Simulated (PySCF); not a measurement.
Compound: CH₆BN.
SMILES: `CBN`

Method used: MP2 and CCSD/aug-cc-pVDZ in PySCF, restricted Hartree–Fock reference, frozen core, non-relativistic, gas phase, PBE0-D3(BJ)/def2-SVP geometry.

E(HF) = -120.55952 Eh.

Question: How large is the problem?

Answer: 123 basis functions and 24 electrons; 3 orbitals frozen, which leaves o = 9 correlated occupied and v = 111 virtual orbitals. That is o·v = 999 singles and o·v(o·v + 1)/2 = 499500 distinct closed-shell doubles amplitudes before symmetry; the costliest CCSD step grows as o²v⁴ = 1.2 × 10^10.

Question: What are the MP2 and CCSD correlation energies?

Answer: MP2 -0.4254 Eh and CCSD -0.4648 Eh, which gives totals of -120.98492 and -121.02428 Eh. That is 0.703 eV for each correlated electron at CCSD (1220 kJ/mol in all, 0.384 % of the total energy); MP2 gives 91.5 % of the CCSD value.

Question: What is the T1 diagnostic?

Answer: 0.0118, below the customary warning level of 0.02. It is the norm of the spatial-orbital singles amplitudes over the root of the number of correlated electrons, so the norm is 0.050.

Question: How does correlation change the dipole moment?

Answer: HF gives 1.38 D and CCSD (unrelaxed density) 1.56 D, a change of +0.18 D.

Connected triples and the basis-set limit are missing.

Conformer computed: `[CH3:1][BH:2][NH2:3]`: H–N3–B2–C1 0°, H–N3–B2–C1 -179°.
